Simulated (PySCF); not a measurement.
# triplet C2Cl4 at 4 levels

We compute a comparison of 4 runs (U-revPBE/def2-SVP, U-wB97M-V/def2-SVP, UPBE0/def2-SVP, UTPSS/def2-SVP) of triplet C2Cl4. The job is set up through a Python script.

Program for the calculation: PySCF 2.14.0.

1 further run of the same task is left out (set aside as unsound or not needed).

### 1 Starting point

C2Cl4: 6 atoms, total charge 0, spin state triplet. As SMILES of the parent species, `ClC(Cl)=C(Cl)Cl`. Geometry: relaxed at GFN2-xTB. That shape belongs to the parent species and isn't relaxed for this state.

Bond lengths: Cl1–C2 1.712 Å, C2–Cl3 1.712 Å, C2–C4 1.338 Å, C4–Cl5 1.712 Å, C4–Cl6 1.713 Å. Angles: Cl1–C2–Cl3 116.0°, Cl1–C2–C4 122.0°, Cl3–C2–C4 122.0°, C2–C4–Cl5 122.0°, C2–C4–Cl6 121.9°, Cl5–C4–Cl6 116.0°.

### 2 The energy at U-revPBE/def2-SVP (run 1)

The input, calc.py:

```python
from pyscf import gto, dft

system = gto.M(
    atom='''
Cl    -0.703330    -2.024400     0.026040
C     -0.587040    -0.316420     0.055860
Cl    -2.062670     0.533500     0.232310
C      0.587350     0.315980    -0.055350
Cl     2.062820    -0.533130    -0.232300
Cl     0.702870     2.024460    -0.026560
''',
    max_memory=1860,
    verbose=4,
    spin=2,
    basis='def2-svp',
)

mf = dft.UKS(system, xc='revpbe')
mf.grids.level = 5
mf.conv_tol = 1e-10
mf.kernel()
if not mf.converged:
    mf = mf.newton().run(mf.mo_coeff, mf.mo_occ)

energy = mf.e_tot
print('E(%s) = %.9f' % ('REVPBE', energy))
```

Run with:

```bash
$ OMP_NUM_THREADS=1 python calc.py
```

Standard output:

```text
PySCF version 2.14.0

[... 63 lines left out ...]
[... the frontier-level lines of each cycle are left out ...]
[... 17 lines left out ...]
[... 17 lines left out ...]
[... 17 lines left out ...]
[... 1 line left out ...]
cycle= 11 E= -1915.84347154973  delta_E= -1.47e-10  |g|= 5.73e-06  |ddm|= 5.84e-05


cycle= 12 E= -1915.84347154975  delta_E= -2.27e-11  |g|= 3.82e-06  |ddm|= 1.68e-05


Extra cycle  E= -1915.84347154972  delta_E= 3.46e-11  |g|= 9.05e-06  |ddm|= 1.95e-05
converged SCF energy = -1915.84347154972  <S^2> = 2.0053524  2S+1 = 3.0035661
E(REVPBE) = -1915.843471550
```

Wall time 41 s (1 thread of Intel Xeon Platinum 8259CL at 2.50GHz (Skylake/Cascade Lake), shared host); peak memory 0.56 GiB.

### 3 The energy at U-wB97M-V/def2-SVP (run 2)

The input, input.py:

```python
from pyscf import gto, dft

mol = gto.Mole()
mol.atom = '''
Cl      -0.703330      -2.024400       0.026040
C       -0.587040      -0.316420       0.055860
Cl      -2.062670       0.533500       0.232310
C        0.587350       0.315980      -0.055350
Cl       2.062820      -0.533130      -0.232300
Cl       0.702870       2.024460      -0.026560
'''
mol.spin = 2
mol.verbose = 3
mol.max_memory = 1860
mol.basis = 'def2-svp'
mol.build()

calc0 = dft.UKS(mol, xc='wb97m-v')
calc0.conv_tol = 1e-10
calc0.grids.level = 5
calc0.nlcgrids.level = 1
calc0.kernel()
if not calc0.converged:
    calc0 = calc0.newton().run(calc0.mo_coeff, calc0.mo_occ)

energy = calc0.e_tot
print(f'total energy: {energy:.8f} hartree')
```

Run with:

```bash
$ OMP_NUM_THREADS=1 python input.py
```

Standard output:

```text
WARN: HOMO 0.0222131822018641 >= LUMO -0.219198454949006

converged SCF energy = -1916.09235815048  <S^2> = 2.0073916  2S+1 = 3.0049237
total energy: -1916.09235815 hartree
```

It took 4.4 min on 1 thread of Intel Xeon Platinum 8259CL at 2.50GHz (Skylake/Cascade Lake), shared host; peak memory 0.59 GiB.

Run 3 isn't shown in full; the table further down has it.

### 4 The energy at UTPSS/def2-SVP (run 4)

The input, job.py:

```python
from pyscf import gto, dft

molecule = gto.Mole()
molecule.atom = '''
Cl    -1.329101    -3.825562     0.049208
C     -1.109345    -0.597947     0.105560
Cl    -3.897881     1.008169     0.439002
C      1.109931     0.597116    -0.104596
Cl     3.898165    -1.007470    -0.438983
Cl     1.328232     3.825675    -0.050191
'''
molecule.spin = 2
molecule.unit = 'bohr'
molecule.basis = 'def2-svp'
molecule.verbose = 4
molecule.max_memory = 1860
molecule.build()

mf = dft.UKS(molecule)
mf.xc = 'tpss'
mf.conv_tol = 1e-10
mf.grids.level = 5
mf.kernel()
if not mf.converged:
    mf = mf.newton().run(mf.mo_coeff, mf.mo_occ)

e_tot = mf.e_tot
print('Final energy', e_tot)
```

Run with:

```bash
$ OMP_NUM_THREADS=1 python job.py
```

Standard output:

```text
PySCF version 2.14.0

[... 62 lines left out ...]
[... the frontier-level lines of each cycle are left out ...]
[... 17 lines left out ...]
[... 17 lines left out ...]
[... 17 lines left out ...]
[... 1 line left out ...]
cycle= 11 E= -1916.29930386523  delta_E= -1.34e-10  |g|= 6.44e-06  |ddm|= 5.17e-05


cycle= 12 E= -1916.29930386525  delta_E= -1.77e-11  |g|= 4.31e-06  |ddm|= 1.9e-05


Extra cycle  E= -1916.2993038652  delta_E= 4.96e-11  |g|= 9.88e-06  |ddm|= 2.06e-05
converged SCF energy = -1916.2993038652  <S^2> = 2.0078145  2S+1 = 3.0052051
Final energy -1916.299303865199
```

Wall time 78 s (1 thread of Intel Xeon Platinum 8259CL at 2.50GHz (Skylake/Cascade Lake), shared host); peak memory 0.57 GiB.

### 5 All runs side by side

```
run               level  nlc grid   energy (Eh)  dipole moment (D)  HOMO energy (eV)   ⟨S²⟩  wall time
  1   U-revPBE/def2-SVP         –  -1915.843472               0.00             -2.19  2.005       41 s
  2  U-wB97M-V/def2-SVP         1  -1916.092358               0.00             -5.63  2.007    4.4 min
  3      UPBE0/def2-SVP         –  -1915.510083               0.00             -3.72  2.009       43 s
  4      UTPSS/def2-SVP         –  -1916.299304               0.00             -2.49  2.008       78 s
```

### 6 What came out

| quantity | value |
| --- | --- |
| run 4: total energy | -1916.29930 Eh |
| run 4: dipole moment | 0.00 D |
| run 4: HOMO energy (highest over α and β) | -2.49 eV |
| run 4: ⟨S²⟩ | 2.008 |

Totals of different functionals can't be ranked against each other. All runs together took 7.1 min, the longest 4.4 min.
